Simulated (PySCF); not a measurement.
Compound: C4HN (triplet state).
Structure used (GFN2-xTB), in Å, numbered top down from 1:
```
atom  x, y, z in Å
C1    -1.7404   -0.1619    0.9387
C2    -0.6254   -0.0571    0.4158
C3     0.5448    0.0514   -0.1298
C4     1.7255    0.1601   -0.6791
N5     2.7868    0.2579   -1.1728
H6    -2.6882   -0.2485    1.3787
```

As a line formula: `C#C[C]C#N` [triplet].

Method used: UKS B3LYP, pcH-1 on C H N, non-relativistic, mean-field spin-orbit, GIAO (PySCF). Isolated species at its GFN2-xTB geometry, gas phase. This triplet need not be the ground state; the singlet was not compared here. Couplings are sensitive to structure, and on GFN2-xTB geometries they can be far from those on DFT ones. The SCF solution wasn't tested for stability. ⟨S²⟩ is 2.075 where a pure state has 2.00.

Principal values of hyperfine tensors in MHz (contact and dipolar terms together), for some of the nuclei:

```tsv
atom	isotope	A1	A2	A3
C3	13C	2.73	77.40	77.40
C4	13C	-60.02	-60.02	-31.54
C1	13C	1.46	64.93	64.93
H6	1H	-49.50	-49.50	-19.02
N5	14N	-8.56	16.65	16.65
```

Problem. Give the isotropic coupling of each nucleus in MHz and in mT (g = 2.0027), and the anisotropic part.

Solution. a_iso is a third of the trace, T = A − a_iso, and a(mT) = a(MHz)/(g × 13.996).

```tsv
atom	a_iso (MHz)	a_iso (mT)	T1	T2	T3
C3	52.51	1.873	-49.78	24.89	24.89
C4	-50.52	-1.802	-9.49	-9.49	18.99
C1	43.77	1.562	-42.31	21.15	21.15
H6	-39.34	-1.404	-10.16	-10.16	20.32
N5	8.25	0.294	-16.81	8.40	8.40
```

Problem. What spin density at the nucleus of H6 lies behind its contact coupling (g_N = 5.58569)?

Solution. a_FC = (2μ0/3) gₑ μB g_N μN ρ(0)/(2S·h) = 800.24 MHz × g_N × ρ(0)/(2S), with ρ in bohr⁻³. With a_FC = -39.34 MHz and 2S = 2, ρ(0) = -0.0176 bohr⁻³. In magnitude that is 5.5 % of the 1/π = 0.318 of a free hydrogen atom.

Problem. C2 (13C, g_N = 1.40482) isn't in the table. Its spin density at the nucleus is -0.106 bohr⁻³. What is its contact coupling?

Solution. By the same relation, a_FC = -59.6 MHz. Its full tensor has the principal values -69.69, -69.69, -39.33 MHz.

Problem. Name the largest traceless tensor T of the table and describe it.

Solution. C3: -49.8, 24.9, 24.9 MHz, axial, in the ratio +1:+1:−2, as the symmetry of a linear species with an axial spin density requires.
